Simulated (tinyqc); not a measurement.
Worked calculation: G0W0 on RHF in the sto-3g basis, for H2O, spin multiplicity 1. One step of it, computed by the program tinyqc.

Problem. G0W0 on Hartree-Fock: HOMO. W(p,q,m) = sqrt2 sum_ia (pq|ia) (X+Y)_ia,m; Sigma_c(x) = sum_(i,m) W^2/(x - e_i + w_m) + sum_(a,m) W^2/(x - e_a - w_m); solve x = e_p + Sigma_c(x) by Newton steps; Z = 1/(1 - dSigma/dx); 1 hartree = 27.211386 eV.

orbital energies (hartree): MO1 -20.253067, MO2 -1.298341, MO3 -0.605674, MO4 -0.486805, MO5 -0.401245, MO6 0.646900, MO7 0.740243

Two-electron integrals over orbitals (pq|rs), unique and non-zero (hartree):
```
(11|11) 4.744300    (21|11) -0.412042   (21|21) 0.057147    (22|11) 1.000987
(22|21) -0.011848   (22|22) 0.736375    (31|31) 0.011765    (32|31) 0.018531
(32|32) 0.145156    (33|11) 0.820806    (33|21) -0.004416   (33|22) 0.658635
(33|33) 0.646993    (41|11) 0.202035    (41|21) -0.024317   (41|22) 0.017904
(41|33) 0.007136    (41|41) 0.028838    (42|11) -0.134196   (42|21) 0.010018
(42|22) 0.011156    (42|33) 0.005461    (42|41) 0.016659    (42|42) 0.119498
(43|31) -0.004558   (43|32) 0.014398    (43|43) 0.048236    (44|11) 0.993062
(44|21) -0.014216   (44|22) 0.667282    (44|33) 0.605837    (44|41) -0.010922
(44|42) -0.103024   (44|44) 0.779930    (51|51) 0.026052    (52|51) 0.032122
(52|52) 0.142129    (53|53) 0.029963    (54|51) -0.014849   (54|52) -0.051042
(54|54) 0.059065    (55|11) 1.115335    (55|21) -0.011538   (55|22) 0.745630
(55|33) 0.640438    (55|41) 0.005655    (55|42) -0.071749   (55|44) 0.726618
(55|55) 0.880159    (61|11) -0.233728   (61|21) 0.035620    (61|22) 0.001669
(61|33) 0.000772    (61|41) -0.001159   (61|42) 0.020923    (61|44) -0.020967
(61|55) -0.006016   (61|61) 0.032845    (62|11) 0.314262    (62|21) -0.005964
(62|22) 0.147549    (62|33) 0.084988    (62|41) 0.019160    (62|42) 0.016292
(62|44) 0.083773    (62|55) 0.160501    (62|61) 0.008465    (62|62) 0.105724
(63|31) 0.003991    (63|32) -0.029385   (63|43) -0.024671   (63|63) 0.060842
(64|11) 0.221951    (64|21) -0.002648   (64|22) 0.088565    (64|33) 0.045433
(64|41) 0.000181    (64|42) -0.043622   (64|44) 0.126514    (64|55) 0.117057
(64|61) -0.002231   (64|62) 0.057192    (64|64) 0.073553    (65|51) 0.015391
(65|52) 0.057683    (65|54) -0.002725   (65|65) 0.038900    (66|11) 0.834105
(66|21) -0.006918   (66|22) 0.633031    (66|33) 0.582575    (66|41) 0.021729
(66|42) 0.055650    (66|44) 0.559510    (66|55) 0.602733    (66|61) 0.009583
(66|62) 0.105227    (66|64) 0.043559    (66|66) 0.612439    (71|31) 0.015365
(71|32) 0.022506    (71|43) -0.006127   (71|63) 0.004638    (71|71) 0.020123
(72|31) 0.013452    (72|32) 0.033908    (72|43) -0.038572   (72|63) 0.036938
(72|71) 0.016677    (72|72) 0.059814    (73|11) 0.355032    (73|21) -0.007719
(73|22) 0.123906    (73|33) 0.089831    (73|41) -0.001052   (73|42) -0.083625
(73|44) 0.153755    (73|55) 0.183969    (73|61) -0.007673   (73|62) 0.076242
(73|64) 0.082500    (73|66) 0.037060    (73|73) 0.155425    (74|31) -0.010686
(74|32) -0.081803   (74|43) 0.004089    (74|63) 0.040069    (74|71) -0.013669
(74|72) -0.013794   (74|74) 0.073445    (75|53) 0.023308    (75|75) 0.023006
(76|31) 0.008968    (76|32) 0.094324    (76|43) 0.044301    (76|63) -0.053333
(76|71) 0.011020    (76|72) -0.015824   (76|74) -0.058759   (76|76) 0.108570
(77|11) 0.850465    (77|21) -0.008619   (77|22) 0.624642    (77|33) 0.617006
(77|41) 0.004821    (77|42) -0.006423   (77|44) 0.603432    (77|55) 0.618449
(77|61) -0.004232   (77|62) 0.067252    (77|64) 0.036020    (77|66) 0.575457
(77|73) 0.077548    (77|77) 0.618824
```

excitation energies w (hartree): 1.123253  1.186608  1.211711  1.285925  1.436795  1.619734  2.159829  2.186715  20.965559  21.033532

X + Y:
```
            1         2          3          4          5          6          7          8
1>6  0.000000  0.000000   0.000032   0.000000   0.000000   0.001821   0.000000  -0.001144
1>7  0.000000  0.000000   0.000000  -0.002090   0.001299   0.000000  -0.003202   0.000000
2>6  0.000000  0.000000  -0.069534   0.000000   0.000000  -0.303248   0.000000   0.904863
2>7  0.000000  0.000000   0.000000  -0.096351  -0.047245   0.000000   0.967911   0.000000
3>6  0.000000  0.000000   0.000000   0.702812   0.650982   0.000000   0.062792   0.000000
3>7  0.000000  0.000000  -0.321918   0.000000   0.000000   0.838113   0.000000   0.194343
4>6  0.000000  0.000000   0.919518   0.000000   0.000000   0.233790   0.000000   0.097190
4>7  0.000000  0.000000   0.000000  -0.681724   0.661462   0.000000  -0.018925   0.000000
5>6  0.965988  0.000000   0.000000   0.000000   0.000000   0.000000   0.000000   0.000000
5>7  0.000000  0.980803   0.000000   0.000000   0.000000   0.000000   0.000000   0.000000

             9         10
1>6   0.998434   0.000000
1>7   0.000000   0.999043
2>6   0.000151   0.000000
2>7   0.000000   0.000310
3>6   0.000000   0.000053
3>7  -0.000094   0.000000
4>6  -0.000023   0.000000
4>7   0.000000  -0.000152
5>6   0.000000   0.000000
5>7   0.000000   0.000000
```

Give: The 12 largest terms at x = e_p; Newton steps; quasiparticle energy of the HOMO; Hartree-Fock value.

Solution.

The 12 largest terms at x = e_p (hartree; W for the signs of X + Y given):
```
q  m        W       term
5  8   0.2720     0.0338
5  6   0.1879     0.0218
2  1   0.0788     0.0031
5  3   0.0527     0.0023
6  1   0.0531    -0.0013
3  2   0.0323     0.0008
7  2   0.0319  -4.37e-04
1  1   0.0210   2.11e-05
4  1  -0.0037   1.15e-05
5  9  -0.0085   3.44e-06
```

Newton steps (hartree):
```
step        x  Sigma_c(x)       Z
0     -0.4012      0.0601  0.9674
1     -0.3431      0.0582  0.9692
2     -0.3431      0.0582  0.9693
```

quasiparticle energy of the HOMO = -9.3359 eV

Hartree-Fock value = -10.9184 eV
